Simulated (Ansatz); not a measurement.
C4H6O2 can be A, `CC(=O)/C=C\O`, or B, `C#COC(C)O`.

Program: Ansatz. Geometries: PBE0-D4/def2-TZVP. ΔE: electronic, gas phase. CBS: MP2 limit from def2 TZ/QZ plus the TZ coupled-cluster correction, frozen cores. DFT in def2-TZVPP. B3LYP here is the variant with VWN-RPA as its local correlation; programs differ in this. Each species was taken in one conformer, which may not be the lowest.

A:

```xyz
12

C     1.411    0.708   -1.025
C     0.265    0.489   -0.084
O    -0.173    1.432    0.590
C    -0.307   -0.827    0.017
C    -1.346   -1.033    0.869
O    -1.869   -0.098    1.617
H     1.725    1.750   -0.993
H     2.249    0.061   -0.754
H     1.117    0.442   -2.044
H     0.077   -1.647   -0.573
H    -1.814   -2.008    0.983
H    -1.333    0.732    1.398
```

B:

```xyz
12

C    -2.076   -0.300    2.122
C    -1.129   -0.468    1.406
O    -0.091   -0.681    0.664
C     0.206    0.358   -0.307
C     1.576    0.032   -0.836
O    -0.772    0.420   -1.274
H    -2.921   -0.159    2.750
H     0.173    1.314    0.219
H     1.570   -0.953   -1.311
H     1.868    0.781   -1.572
H     2.308    0.019   -0.028
H    -0.710   -0.363   -1.832
```

Problem. Which isomer does CCSD(T)/CBS put lower? Give the gap. (Best estimate.)

Solution. Computed: A, by 51.5 kcal/mol.

Problem. Give E(B) − E(A) in kcal/mol with HF/def2-TZVPP, r2SCAN-D4, B3LYP, MP2/def2-TZVPP, BLYP-D4, CCSD/def2-TZVPP, B2PLYP. (Estimate.)

Solution. Computed: HF/def2-TZVPP 48.3, r2SCAN-D4 58.9, B3LYP 55.1, MP2/def2-TZVPP 51.6, BLYP-D4 57.5, CCSD/def2-TZVPP 50.0, B2PLYP 53.8. None reverses the order clearly.

Problem. Does the order hold for the free energy at 298.15 K (harmonic terms from PBE0-D4)? (Estimate.)

Solution. The calculation gave: Yes: G(B) − G(A) = +50.7 kcal/mol, for one conformer each. Modes under 60 cm⁻¹, often nearly free rotors, make the harmonic entropy too high.

Largest T1 diagnostic: 0.017.

From r2SCAN to r2SCAN0 (25 % exact exchange), in def2-TZVPP and without D4, E(B) − E(A) moves by −2.2 kcal/mol. The D4 term adds +0.7 kcal/mol with B3LYP and +0.3 kcal/mol with PBE0; it sums over pairs of atoms, weighted by their polarisabilities, and B3LYP, whose exchange is more repulsive, gets the larger term.
